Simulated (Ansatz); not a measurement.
in.yaml

```yaml
crystal:
  periodic: [false, false, false]
  atoms:
    - {symbol: S, position_ang: [0.000000, 0.000000, 0.000000]}
    - {symbol: H, position_ang: [0.000000, 0.000000, 1.948400]}
basis:
  gaussian: {orbitals: aug-cc-pVDZ}
magnetization: {spin_polarized: true, initial_magnetization: 3}
correlation: {method: ccsdt, electrons: valence}
```

```sh
$ ansatz run in.yaml --threads 1 --pin off --events-out ev --progress --plain --max-ram 2393MiB
```

Output:

```
598 factors; integrals over basis functions are off by at most 1.7e-7 eV
mean field evaluation 1: about -10828.4321 eV, gradient 7.8e0 eV
mean field evaluation 2: about -10828.4323 eV, gradient 7.8e0 eV
mean field evaluation 4: about -10829.3774 eV, gradient 1.9e0 eV
mean field evaluation 8: about -10829.5021 eV, gradient 4.6e-3 eV
mean field evaluation 16: about -10829.4996 eV, gradient 2.8e-1 eV
mean field evaluation 32: about -10829.3566 eV, gradient 1.5e0 eV
mean field evaluation 64: about -10828.6999 eV, gradient 8.3e-1 eV
mean field evaluation 96: about -10828.6498 eV, gradient 1.7e0 eV
mean field -10829.50212872 eV, -397.9768627304 hartree, gradient 2.4e-6 eV, S^2 3.762837; 7 other end points of the search recorded, 0 dependent functions left out
determinant -10829.50212872 eV, -397.9768627304 hartree, with singles and doubles -10832.77786558 eV, -398.0972438394 hartree
determinant -10828.71365263 eV, -397.9478867685 hartree, with singles and doubles -10831.81986189 eV, -398.0620378533 hartree
5 core orbitals not correlated: weight in the atoms' cores, before any rotation towards them, 1.000 or more for the frozen orbitals, at most 0.000 for the correlated occupied ones
reference -10829.50212872 eV, -397.9768627304 hartree; 5, 2 occupied and 26, 29 virtual orbitals, 598 factors
second order -2.65834648 eV of doubles, -0.00000000 eV of singles
cycle   1  -3.11099089 eV  change   -4.5e-1 eV  update   5.4e-2
cycle   2  -3.34186437 eV  change   -2.3e-1 eV  update   2.5e-2
cycle   3  -3.36609306 eV  change   -2.4e-2 eV  update   1.1e-2
cycle   4  -3.37098735 eV  change   -4.9e-3 eV  update   6.0e-3
cycle   5  -3.37178076 eV  change   -7.9e-4 eV  update   2.4e-3
cycle   6  -3.37193007 eV  change   -1.5e-4 eV  update   9.0e-4
cycle   7  -3.37223580 eV  change   -3.1e-4 eV  update   4.5e-4
cycle   8  -3.37228834 eV  change   -5.3e-5 eV  update   1.9e-4
cycle   9  -3.37220619 eV  change    8.2e-5 eV  update   8.4e-5
cycle  10  -3.37220677 eV  change   -5.8e-7 eV  update   2.6e-5
cycle  11  -3.37222165 eV  change   -1.5e-5 eV  update   1.0e-5
cycle  12  -3.37222818 eV  change   -6.5e-6 eV  update   4.3e-6
cycle  13  -3.37222832 eV  change   -1.4e-7 eV  update   1.9e-6
cycle  14  -3.37222693 eV  change    1.4e-6 eV  update   8.8e-7
cycle  15  -3.37222606 eV  change    8.7e-7 eV  update   3.9e-7
cycle  16  -3.37222589 eV  change    1.7e-7 eV  update   1.7e-7
Total energy: -10832.87435461 eV, -398.1007897461 hartree
```

Ran on 1 thread of Intel Xeon, shared host: 13 s wall, 0.14 GiB peak host memory.
